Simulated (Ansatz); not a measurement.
`CC1(F)OCO1` + H₂ → `FC1OCO1` + CH₄  (hydrogenolysis of a C–C bond)

Program: Ansatz. Geometries: PBE0-D4/def2-TZVP. ΔE: electronic, gas phase. CBS: MP2 limit from def2 TZ/QZ plus the TZ coupled-cluster correction, frozen cores. This one scheme is used for every species. Functionals use def2-TZVPP. B3LYP here is the variant with VWN-RPA as its local correlation; programs differ in this.

CCSD(T)/CBS gives -34.5 kJ/mol.

Another level gave -42.8 kJ/mol. Which?
A. r2SCAN/def2-TZVPP
B. HF/def2-TZVPP
C. B2PLYP/def2-TZVPP
D. B3LYP/def2-TZVPP

C. B2PLYP -42.8, r2SCAN -35.1, B3LYP -47.7, HF/def2-TZVPP -54.1 kJ/mol.

Largest T1 diagnostic among the species: 0.012.

The D4 term adds +8.4 kJ/mol with B3LYP and +4.6 kJ/mol with PBE0; it sums over pairs of atoms, weighted by their polarisabilities, and B3LYP, whose exchange is more repulsive, gets the larger term. In def2-TZVPP, CCSD(T) changes the Hartree–Fock value by +17.1 kJ/mol (the triples alone add +3.8 kJ/mol) and MP2 by +19.9 kJ/mol.
